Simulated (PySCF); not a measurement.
# Working out the ionisation energy of Be

Be [He] 2s2 (1S) → Be+ [He] 2s1 (2S). Calculation: PySCF 2.14, in an uncontracted even-tempered set (21 s from 0.022 bohr⁻², ratio 2.2; 10 p from 0.057 bohr⁻², ratio 2.4; 7 d from 0.17 bohr⁻², ratio 2.4; 6 f from 0.26 bohr⁻², ratio 2.4; 6 g from 0.39 bohr⁻², ratio 2.4); scalar relativity by spin-free X2C-1e. Frozen: nothing; the 13 highest virtual orbitals dropped. Energies in hartree (1 hartree = 27.21139 eV):

| part | Be (lower) | Be+ (upper) |
| --- | --- | --- |
| UHF | -14.575539 | -14.279937 |
| MP2 opposite-spin | -0.073419 | -0.042824 |
| MP2 same-spin | -0.001475 | -0.000949 |

Q: What does Hartree-Fock give?

A: (-14.279937) − (-14.575539) = 0.295602 hartree = 8.044 eV.

Q: What do MP2 and SCS-MP2 (6/5 opposite-spin, 1/3 same-spin) give?

A: The opposite-spin parts differ by 0.833 eV and the same-spin parts by 0.014 eV. MP2: 8.044 + (0.833) + (0.014) = 8.891 eV. SCS-MP2: 8.044 + 1.2 × (0.833) + (0.014)/3 = 9.048 eV.

Measured between the centres of the two terms (NIST): 9.323 eV, so MP2 (all electrons) is off by -0.432 eV.

What remains against the reference includes basis incompleteness and correlation beyond second order.
